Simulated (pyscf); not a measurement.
Thermochemistry of product channels of PH₂• (SMILES [PH2]) + InH₃ (SMILES [InH3]) on the doublet surface, in kcal/mol, from ωB97M-D3(BJ)/def2-TZVP energies (ideal gas, 1 atm, RRHO with modes under 100 cm⁻¹ raised to 100, one conformer, R ln 2 for rigid chiral ones). Structures and frequencies: ωB97X-D3(BJ)/def2-SVP in PySCF.

```json
[
 {"products": "[H₂P–InH]• (SMILES [PH2][InH]) + H₂ (SMILES [H][H])", "ΔE": "-21.7", "ΔH(298 K)": "-20.3", "ΔG(600 K)": "-20.1", "ΔG(900 K)": "-20.6"},
 {"products": "•HP–InH₂ (SMILES [PH][InH2]) + H₂ (SMILES [H][H])", "ΔE": "…", "ΔH(298 K)": "-6.7", "ΔG(600 K)": "-6.7", "ΔG(900 K)": "-7.4"}
]
```

Q: Some entries are withheld; supply them.

A: 
- •HP–InH₂ (SMILES [PH][InH2]) + H₂ (SMILES [H][H]), ΔE: -6.8

These are energies of the channels, which say nothing of barriers. Elements past Kr carry the def2 core potentials, without spin-orbit coupling.
